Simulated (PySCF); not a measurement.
H2CO, singlet: data card

Computed with B3LYP in PySCF with C def2-TZVP, O def2-TZVP, H def2-TZVP; no relativity; density-fitted integrals.

The structure is a minimum.

```
Point group                                                                   : C2v
Bond lengths                                                                  : C–H 1.107 Å (×2), C–O 1.199 Å
Bond angles                                                                   : H–C–H 115.9°, H–C–O 122.0° (×2)
Dipole moment                                                                 : 2.33 D
Zero-point energy                                                             : 69.7 kJ/mol
Principal quadrupole moments (Buckingham, traceless) about the centre of mass : -0.27, 0.13, 0.14 D Å
Principal polarisabilities                                                    : 10.2, 16.3, 21.1 bohr³
Rotational symmetry number                                                    : 2
Highest occupied level                                                        : -7.61 eV
Entropy at 298.15 K and 1 bar                                                 : 218.6 J/(mol K)
Atomisation energy without zero-point energy                                  : 1560 kJ/mol
Enthalpy at 298.15 K above 0 K                                                : 10.01 kJ/mol
Heat capacity Cp at 298.15 K                                                  : 35.2 J/(mol K)
Lowest empty level                                                            : -1.59 eV
Rotational constants                                                          : 9.492, 1.307, 1.149 cm⁻¹
```

Harmonic modes (masses in u: C 12.000, O 15.995, H 1.008):
```json
{"symmetry": "b1", "ω (cm⁻¹)": "1203", "IR (km/mol)": "3.2"}
{"symmetry": "b2", "ω (cm⁻¹)": "1267", "IR (km/mol)": "12.0"}
{"symmetry": "a1", "ω (cm⁻¹)": "1535", "IR (km/mol)": "10.2"}
{"symmetry": "a1", "ω (cm⁻¹)": "1821", "IR (km/mol)": "113"}
{"symmetry": "a1", "ω (cm⁻¹)": "2882", "IR (km/mol)": "68.0"}
{"symmetry": "b2", "ω (cm⁻¹)": "2938", "IR (km/mol)": "134"}
```

In C2v the vibrations span b1 + 2b2 + 3a1. Here b1 is antisymmetric to the molecular plane and b2 lies in it.

Charges (e):
```json
{"atom": "C1", "Mulliken": "0.07", "Löwdin": "-0.28", "polar tensor": "0.69", "Mayer order to C1": "–"}
{"atom": "O2", "Mulliken": "-0.24", "Löwdin": "0.10", "polar tensor": "-0.57", "Mayer order to C1": "2.10"}
{"atom": "H3,4", "Mulliken": "0.08", "Löwdin": "0.09", "polar tensor": "-0.06", "Mayer order to C1": "0.92"}
```

Mulliken populations on C1: s 3.27, p 2.52, d 0.13, f 0.01.

Counting electrons, carbon keeps none of its valence electrons outside its bonds, so the VSEPR class is AX3 and the expected shape is trigonal planar; with unlike ligands the computed point group is C2v.

Other isomers or separated fragments may lie lower.

The final relaxation and frequency run took 12 s on 2 threads of a shared Arm Neoverse V1 host, with 74 basis functions and 12 gradients; the process peaked at 0.88 GiB.
